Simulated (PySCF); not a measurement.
**Other spins and charges of HAl–PH, singlet at one geometry**

Geometry (PBE0/def2-TZVP stationary point for this spin, not checked as a minimum):

```xyz
4

Al    0.0000    0.0033    1.1038
P     0.0000    0.0453   -1.0264
H     0.0000   -0.1169    2.6818
H     0.0000   -1.3656   -0.6878
```

Basis 6-31G; PySCF 2.14.0. Correlated methods freeze the noble-gas cores. R marks a restricted (for open shells ROHF) determinant.

Gaps are energies of the second state less the first, at fixed atoms, for a selection of the levels run; mean-field and cluster levels share one orbital occupation for each state, and full CI takes the lowest of the symmetries tried.

Problem. PBE gives 2.795 eV for triplet less singlet. Estimate what RCCSDT gives in 6-31G.

Solution. RCCSDT in 6-31G gives 2.771 eV, so against it PBE is off by 0.024 eV, of which a good part can be the reference's own basis and frozen-core error.

```json
{"level": "RHF", "gap (eV)": "2.082", "error (meV)": "-689"}
{"level": "RMP2", "gap (eV)": "2.809", "error (meV)": "38"}
{"level": "RCCSD", "gap (eV)": "2.703", "error (meV)": "-68"}
{"level": "RCCSD(T)", "gap (eV)": "2.766", "error (meV)": "-5"}
{"level": "r2SCAN", "gap (eV)": "2.696", "error (meV)": "-75"}
{"level": "PBE0", "gap (eV)": "2.658", "error (meV)": "-113"}
{"level": "B3LYP", "gap (eV)": "2.776", "error (meV)": "5"}
{"level": "wB97M-V", "gap (eV)": "2.868", "error (meV)": "97"}
{"level": "B2PLYP", "gap (eV)": "2.815", "error (meV)": "44"}
```

Problem. PBE gives 8.317 eV for removing an electron, to the doublet. Estimate what RCCSDT gives in 6-31G.

Solution. RCCSDT in 6-31G gives 7.780 eV, so against it PBE is off by 0.537 eV, of which a good part can be the reference's own basis and frozen-core error.

```json
{"level": "RHF", "gap (eV)": "7.073", "error (meV)": "-707"}
{"level": "RMP2", "gap (eV)": "7.749", "error (meV)": "-31"}
{"level": "RCCSD", "gap (eV)": "7.721", "error (meV)": "-59"}
{"level": "RCCSD(T)", "gap (eV)": "7.775", "error (meV)": "-5"}
{"level": "r2SCAN", "gap (eV)": "8.326", "error (meV)": "546"}
{"level": "PBE0", "gap (eV)": "8.244", "error (meV)": "464"}
{"level": "B3LYP", "gap (eV)": "8.245", "error (meV)": "465"}
{"level": "wB97M-V", "gap (eV)": "8.142", "error (meV)": "362"}
{"level": "B2PLYP", "gap (eV)": "8.041", "error (meV)": "261"}
```

In so small a basis the reference is far from its limit while semilocal and hybrid functionals are nearer theirs (RPA and double hybrids share part of the reference's basis error), so the functionals' errors here hold much of the reference's basis and frozen-core error, which can add to them or hide them. The set has no polarisation functions, which weighs most on the reference.

Full CI isn't at hand for all of this; RCCSDT serves as the reference. It lacks quadruple excitations, which often exceed the step from CCSD(T) to CCSDT.
